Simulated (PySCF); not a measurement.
PySCF input (PBE0/6-31G*):

```python
import numpy as np, basis_set_exchange as bse
from pyscf import gto, scf, dft, df
from pyscf.prop.nmr import rks as nmr

basis = {'C': gto.basis.parse(bse.get_basis('6-31G*', elements=['C'], fmt='nwchem')), 'H': gto.basis.parse(bse.get_basis('6-31G*', elements=['H'], fmt='nwchem')), 'O': gto.basis.parse(bse.get_basis('6-31G*', elements=['O'], fmt='nwchem'))}
mol = gto.M(
    atom='''
    C     0.00913574    0.00173503   -1.20562697
    C    -0.00077797   -0.00014775    0.10266711
    H     0.02818759    0.94008178   -1.73766571
    H    -0.00183081   -0.93507619   -1.74059173
    O    -0.00956292   -0.00181616    1.26200208
    ''',
    basis=basis,
    charge=0,
    verbose=4,
    max_memory=8640,
)
mf = dft.RKS(mol, xc='pbe0')
mf.grids.level = 3
mf.conv_tol = 1e-9
mf.max_cycle = 100
print('smallest overlap eigenvalue', np.linalg.eigvalsh(mol.intor('int1e_ovlp'))[0])
mf.kernel()
dip = mf.dip_moment()
n = nmr.NMR(mf)
n.verbose = 2
n.max_cycle_cphf = 60
sigma = n.kernel()
for i, x in enumerate(sigma):
    print(mol.atom_symbol(i), i + 1, round(x.trace() / 3, 3))
```

Output:

```
PySCF version 2.14.0

[INPUT] verbose = 4
[INPUT] num. atoms = 5
[INPUT] num. electrons = 22
[INPUT] charge = 0
[INPUT] spin (= nelec alpha-beta = 2S) = 0
[INPUT] symmetry False subgroup None
[INPUT] Mole.unit = angstrom
[INPUT] Symbol           X                Y                Z      unit          X                Y                Z       unit  Magmom
[INPUT]  1 C      0.009135740000   0.001735030000  -1.205626970000 AA    0.017264046545   0.003278731518  -2.278304781689 Bohr   0.0
[INPUT]  2 C     -0.000777970000  -0.000147750000   0.102667110000 AA   -0.001470150233  -0.000279207035   0.194012719901 Bohr   0.0
[INPUT]  3 H      0.028187590000   0.940081780000  -1.737665710000 AA    0.053266825212   1.776497098894  -3.283712287948 Bohr   0.0
[INPUT]  4 H     -0.001830810000  -0.935076190000  -1.740591730000 AA   -0.003459729486  -1.767037904702  -3.289241664383 Bohr   0.0
[INPUT]  5 O     -0.009562920000  -0.001816160000   1.262002080000 AA   -0.018071299751  -0.003432044998   2.384838299831 Bohr   0.0

nuclear repulsion = 58.6962399446735
number of shells = 22
number of NR pGTOs = 89
number of NR cGTOs = 46
basis = {'C': [[0, [3047.52488, 0.001834737132], [457.369518, 0.01403732281], [103.948685, 0.06884262226], [29.2101553, 0.2321844432], [9.28666296, 0.4679413484], [3.16392696, 0.3623119853]], [0, [7.86827235, -0.1193324198], [1.88128854, -0.1608541517], [0.544249258, 1.143456438]], [0, [0.1687144782, 1.0]], [1, [7.86827235, 0.06899906659], [1.88128854, 0.316423961], [0.544249258, 0.7443082909]], [1, [0.1687144782, 1.0]], [2, [0.8, 1.0]]], 'H': [[0, [18.73113696, 0.03349460434], [2.825394365, 0.2347269535], [0.6401216923, 0.8137573261]], [0, [0.1612777588, 1.0]]], 'O': [[0, [5484.67166, 0.00183107443], [825.234946, 0.0139501722], [188.046958, 0.0684450781], [52.9645, 0.232714336], [16.8975704, 0.470192898], [5.79963534, 0.358520853]], [0, [15.53961625, -0.1107775495], [3.599933586, -0.1480262627], [1.01376175, 1.130767015]], [0, [0.2700058226, 1.0]], [1, [15.53961625, 0.07087426823], [3.599933586, 0.3397528391], [1.01376175, 0.7271585773]], [1, [0.2700058226, 1.0]], [2, [0.8, 1.0]]]}
ecp = {}
smallest overlap eigenvalue 0.0034083683836999366

******** <class 'pyscf.dft.rks.RKS'> ********
method = RKS
initial guess = minao
damping factor = 0
level_shift factor = 0
DIIS = <class 'pyscf.scf.diis.CDIIS'>
diis_start_cycle = 1
diis_space = 8
diis_damp = 0
SCF conv_tol = 1e-09
SCF conv_tol_grad = None
SCF max_cycles = 100
direct_scf = True
direct_scf_tol = 1e-13
XC library pyscf.dft.libxc version 7.1.2
    S. Lehtola, C. Steigemann, M. J. T. Oliveira, and M. A. L. Marques,  SoftwareX 7, 1–5 (2018)
XC functionals = pbe0
    C. Adamo and V. Barone,  J. Chem. Phys. 110, 6158 (1999)
    M. Ernzerhof and G. E. Scuseria,  J. Chem. Phys. 110, 5029 (1999)
radial grids:
    Treutler-Ahlrichs [JCP 102, 346 (1995); DOI:10.1063/1.469408] (M4) radial grids

becke partition: Becke, JCP 88, 2547 (1988); DOI:10.1063/1.454033
pruning grids: <function nwchem_prune>
grids dens level: 3
symmetrized grids: False
atomic radii adjust function: <function treutler_atomic_radii_adjust>
small_rho_cutoff = 0
Set gradient conv threshold to 3.16228e-05
Initial guess from minao.
tot grids = 61936
init E= -152.813519121955
  HOMO = -0.276260912575308  LUMO = -0.0834487032403657  gap/eV = 5.24669
cycle= 1 E= -152.339014665952  delta_E= 0.475  |g|= 0.634  |ddm|= 2.32
  HOMO = -0.195615064387245  LUMO = -0.00120668582835703  gap/eV = 5.29012
cycle= 2 E= -152.120744112061  delta_E= 0.218  |g|= 1.25  |ddm|=  1.2
  HOMO = -0.230096401139333  LUMO = -0.0209590516513325  gap/eV = 5.69092
cycle= 3 E= -152.411763370332  delta_E= -0.291  |g|= 0.181  |ddm|= 0.871
  HOMO = -0.249561947808592  LUMO = -0.0203047367249733  gap/eV = 6.23841
cycle= 4 E= -152.419573194274  delta_E= -0.00781  |g|= 0.0471  |ddm|= 0.173
  HOMO = -0.251657803294967  LUMO = -0.0261153656206696  gap/eV = 6.13732
cycle= 5 E= -152.420117716243  delta_E= -0.000545  |g|= 0.0114  |ddm|= 0.0509
  HOMO = -0.24981500443894  LUMO = -0.0233606470827006  gap/eV = 6.16214
cycle= 6 E= -152.420153583066  delta_E= -3.59e-05  |g|= 0.00146  |ddm|= 0.0116
  HOMO = -0.24993693869765  LUMO = -0.0234535528656346  gap/eV = 6.16293
cycle= 7 E= -152.420154090489  delta_E= -5.07e-07  |g|= 0.000206  |ddm|= 0.0014
  HOMO = -0.249944007301983  LUMO = -0.0234488579569634  gap/eV = 6.16325
cycle= 8 E= -152.420154102819  delta_E= -1.23e-08  |g|= 5.16e-05  |ddm|= 0.000275
  HOMO = -0.24994859919009  LUMO = -0.0234479509358527  gap/eV = 6.16340
cycle= 9 E= -152.420154103656  delta_E= -8.37e-10  |g|= 4.06e-06  |ddm|= 5.52e-05
  HOMO = -0.249948352595302  LUMO = -0.0234471074587632  gap/eV = 6.16341
Extra cycle  E= -152.420154103657  delta_E= -9.09e-13  |g|= 4.68e-06  |ddm|= 6.38e-06
converged SCF energy = -152.420154103657
Dipole moment(X, Y, Z, Debye):  0.01092,  0.00207, -1.44109
C 1 193.255
C 2 15.491
H 3 30.295
H 4 30.295
O 5 6.835
```
